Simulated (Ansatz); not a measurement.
```yaml
crystal:
  periodic: [false, false, false]
  atoms:
    - {symbol: C, position_ang: [-0.578581, -0.027232, -0.616287]}
    - {symbol: N, position_ang: [-0.125177, 0.516630, 0.714124]}
    - {symbol: Al, position_ang: [1.090303, -0.566768, 0.161325]}
    - {symbol: H, position_ang: [-1.474461, -0.652187, -0.586333]}
    - {symbol: H, position_ang: [-0.645067, 0.705651, -1.424082]}
    - {symbol: H, position_ang: [-0.688567, 1.174837, 1.222789]}
    - {symbol: H, position_ang: [2.482850, -1.218931, 0.482765]}
basis:
  gaussian: {orbitals: 6-31G, fitting: {mean_field: def2-universal-jkfit}}
hamiltonian: {xc: {name: BLYP}}
output: {forces: true}
```

```sh
$ ansatz run in.yaml --threads 2 --pin off --events-out ev --progress --plain --max-ram 4352MiB
```

Shortened log:

```
Functional definition: BLYP
  name "BLYP"
  cite "Becke, Phys. Rev. A 38, 3098 (1988) doi:10.1103/PhysRevA.38.3098"
  cite "Lee, Yang & Parr, Phys. Rev. B 37, 785 (1988) doi:10.1103/PhysRevB.37.785"
  parameter beta = 0.0042
  parameter a = 0.04918
  parameter b = 0.132
  parameter c = 0.2533
  parameter d = 0.349
  exchange = b88_x(beta = beta)
  correlation = lyp_c(a = a, b = b, c = c, d = d)
352 factors; integrals over basis functions are off by at most 8.5e-2 eV
mean field evaluation 1: about -9171.1524 eV, gradient 7.4e1 eV
mean field evaluation 2: about -9063.5073 eV, gradient 1.7e2 eV
mean field evaluation 4: about -9183.3698 eV, gradient 2.4e1 eV
mean field evaluation 8: about -9184.8013 eV, gradient 2.5e-1 eV
mean field -9184.80148583 eV, -337.5352289223 hartree, gradient 9.2e-6 eV, S^2 0.000000; 0 other end points of the search recorded, 0 dependent functions left out
the calculation of the forces begins
reference -9184.80178127 eV, -337.5352397796 hartree; 15, 15 occupied and 24, 24 virtual orbitals, 352 factors
Total energy: -9184.80178127 eV, -337.5352397796 hartree
Atom 0 at    -0.578581    -0.027232    -0.616287 Å, force    -0.967824    -0.045589    -1.031837 eV/Å
Atom 1 at    -0.125177     0.516630     0.714124 Å, force    -0.662413     0.965683     0.908819 eV/Å
Atom 2 at     1.090303    -0.566768     0.161325 Å, force     1.796304    -1.171323    -0.119953 eV/Å
Atom 3 at    -1.474461    -0.652187    -0.586333 Å, force    -0.244543    -0.201156    -0.039578 eV/Å
Atom 4 at    -0.645067     0.705651    -1.424082 Å, force    -0.017448     0.170813    -0.268993 eV/Å
Atom 5 at    -0.688567     1.174837     1.222789 Å, force    -0.142825     0.365610     0.451431 eV/Å
Atom 6 at     2.482850    -1.218931     0.482765 Å, force     0.238748    -0.084039     0.100110 eV/Å
Dipole moment:     0.035166     0.008437     0.048262 e Å
```

It took 0.45 s on 2 threads of an Arm Neoverse V2 on a shared host, with 0.32 GiB of host memory at the peak.
